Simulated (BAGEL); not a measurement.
# [BH2F2]− (SMILES F[BH2-]F) at HF/3-21G (density fitting with qzvpp-jkfit)

What is the vertical ionisation energy of [BH2F2]− at HF/3-21G (density fitting with qzvpp-jkfit)? 

Program for the calculation: BAGEL 1.2.2.

**1. The structure to begin with**

[BH2F2]− has 5 atoms, charge -1, and is taken as a singlet. SMILES: `F[BH2-]F`. Geometry: relaxed at GFN2-xTB.

Bond lengths: F1–B2 1.425 Å, B2–F3 1.425 Å, B2–H4 1.225 Å, B2–H5 1.225 Å. Angles: F1–B2–F3 107.4°, F1–B2–H4 109.0°, F1–B2–H5 109.1°, F3–B2–H4 109.0°, F3–B2–H5 109.1°, H4–B2–H5 113.0°.

**2. A single-point energy at HF/3-21G (density fitting with qzvpp-jkfit)**

The input, input.json:

```json
{ "bagel": [

{
  "title": "molecule",
  "basis": "3-21g",
  "df_basis": "qzvpp-jkfit",
  "angstrom": true,
  "geometry": [
    { "atom": "F", "xyz": [   -1.176970,    0.624500,    0.383180 ] },
    { "atom": "B", "xyz": [    0.033530,    0.014270,   -0.056090 ] },
    { "atom": "F", "xyz": [    0.407580,   -0.947330,    0.926670 ] },
    { "atom": "H", "xyz": [   -0.171950,   -0.560090,   -1.118950 ] },
    { "atom": "H", "xyz": [    0.907810,    0.868650,   -0.134810 ] }
  ]
},
{
  "title": "hf",
  "charge": -1
},
{
  "title": "print",
  "file": "orbitals.molden",
  "orbitals": true
}

]}
```

On the command line:

```sh
$ BAGEL_NUM_THREADS=1 BAGEL input.json > input.out
```

The log of the run:

```text
* using 1 threads per process

  ===============================================================
  ===============================================================

  *** Geometry ***

  { "atom" : "F", "xyz" : [     -2.224151,      1.180134,      0.724105 ] },
  { "atom" : "B", "xyz" : [      0.063363,      0.026966,     -0.105995 ] },
  { "atom" : "F", "xyz" : [      0.770215,     -1.790194,      1.751153 ] },
  { "atom" : "H", "xyz" : [     -0.324938,     -1.058417,     -2.114509 ] },
  { "atom" : "H", "xyz" : [      1.715512,      1.641511,     -0.254754 ] },

  Number of auxiliary basis functions:      265

  Since a DF basis is specified, we compute 2- and 3-index integrals:
    o Being stored without compression. Storage requirement is 0.002 GB

  Number of basis functions:       31
  Number of electrons      :       25

    * METHOD: MOLECULE                             0.05

  *** RHF ***

  === Nuclear Repulsion ===
    65.4733470900

      * DIIS with orbital gradients will be used.

  === RHF iteration (3-21g) ===
      0       -223.49329111          0.04305963           0.01
      1       -223.59368251          0.02293253           0.00
      2       -223.62581908          0.00177787           0.00
      3       -223.62623036          0.00021283           0.00
      4       -223.62623820          0.00006257           0.00
      5       -223.62623887          0.00001057           0.00
      6       -223.62623889          0.00000157           0.00
      7       -223.62623889          0.00000017           0.00
      8       -223.62623889          0.00000005           0.00
      9       -223.62623889          0.00000001           0.00
     10       -223.62623889          0.00000000           0.00
    * SCF iteration converged.

    * Permanent dipole moment:
           (    0.205410,     0.085418,    -0.353203) a.u.

    * METHOD: HF                                   0.09

    * METHOD: PRINT                                0.00

  ===============================================================
```

Run time: 0.61 s. Hardware: 1 thread of Intel Xeon Platinum 8375C at 2.90GHz (Ice Lake), shared host; peak memory 0.079 GiB.

**3. Doublet neutral BH2F2, same level**

Edit input.json of step 2 so:

```diff
@@ -15,11 +15,4 @@
 },
-{
-  "title": "hf",
-  "charge": -1
-},
-{
-  "title": "print",
-  "file": "orbitals.molden",
-  "orbitals": true
-}
+{ "title": "uhf", "nopen": 1 },
+{ "title": "print", "file": "orbitals.molden", "orbitals": true }
```

On the command line:

```sh
$ BAGEL_NUM_THREADS=1 BAGEL input.json > input.out
```

The log of the run:

```text
* using 1 threads per process

  ===============================================================
  ===============================================================

  *** Geometry ***

  { "atom" : "F", "xyz" : [     -2.224151,      1.180134,      0.724105 ] },
  { "atom" : "B", "xyz" : [      0.063363,      0.026966,     -0.105995 ] },
  { "atom" : "F", "xyz" : [      0.770215,     -1.790194,      1.751153 ] },
  { "atom" : "H", "xyz" : [     -0.324938,     -1.058417,     -2.114509 ] },
  { "atom" : "H", "xyz" : [      1.715512,      1.641511,     -0.254754 ] },

  Number of auxiliary basis functions:      265

  Since a DF basis is specified, we compute 2- and 3-index integrals:
    o Being stored without compression. Storage requirement is 0.002 GB

  Number of basis functions:       31
  Number of electrons      :       25

    * METHOD: MOLECULE                             0.06

  *** Open-shell HF ***

  === Nuclear Repulsion ===
    65.4733470900

      * DIIS with orbital gradients will be used.

  === UHF iteration (3-21g) ===
      0       -223.31864121          0.09114216           0.01
      1       -223.43182956          0.05779198           0.01
      2       -223.46608205          0.03473663           0.01
      3       -223.48443345          0.00125421           0.01
      4       -223.48476740          0.00032110           0.01
      5       -223.48481505          0.00017329           0.01
      6       -223.48482974          0.00005641           0.01
      7       -223.48483041          0.00002618           0.01
      8       -223.48483058          0.00000918           0.01
      9       -223.48483061          0.00000571           0.01
     10       -223.48483062          0.00000404           0.01
     11       -223.48483063          0.00000309           0.01
     12       -223.48483063          0.00000211           0.01
     13       -223.48483063          0.00000087           0.01
     14       -223.48483063          0.00000027           0.01
     15       -223.48483063          0.00000015           0.01
     16       -223.48483063          0.00000010           0.01
     17       -223.48483063          0.00000004           0.01
     18       -223.48483063          0.00000002           0.01
     19       -223.48483063          0.00000001           0.01
     20       -223.48483063          0.00000001           0.01
    * SCF iteration converged.

    * S^2 (UHF) is 0.7754

    * Permanent dipole moment:
           (   -0.572655,    -0.237957,     0.981100) a.u.

    * METHOD: UHF                                  0.27

    * METHOD: PRINT                                0.00

  ===============================================================
```

Run time: 0.85 s. Hardware: 1 thread of Intel Xeon Platinum 8375C at 2.90GHz (Ice Lake), shared host; peak memory 0.079 GiB.

**4. Summary of results**

Level: HF/3-21G (density fitting with qzvpp-jkfit).

```
                                                               quantity          value
                                         singlet [BH2F2]−: total energy  -223.62624 Eh
                                          singlet [BH2F2]−: HOMO energy       -4.53 eV
                                          singlet [BH2F2]−: LUMO energy       15.25 eV
singlet [BH2F2]−: HOMO–LUMO gap (to an unbound level, set by the basis)       19.78 eV
                                    doublet neutral BH2F2: total energy  -223.48483 Eh
                                   doublet neutral BH2F2: dipole moment         2.95 D
                                            doublet neutral BH2F2: ⟨S²⟩          0.775
                    vertical detachment energy (to the doublet neutral)       3.848 eV
```

In words: Removing an electron at fixed nuclei costs 3.85 eV (89 kcal/mol). The negative HOMO energy of the first species, 4.53 eV, lies 0.68 eV above that difference.
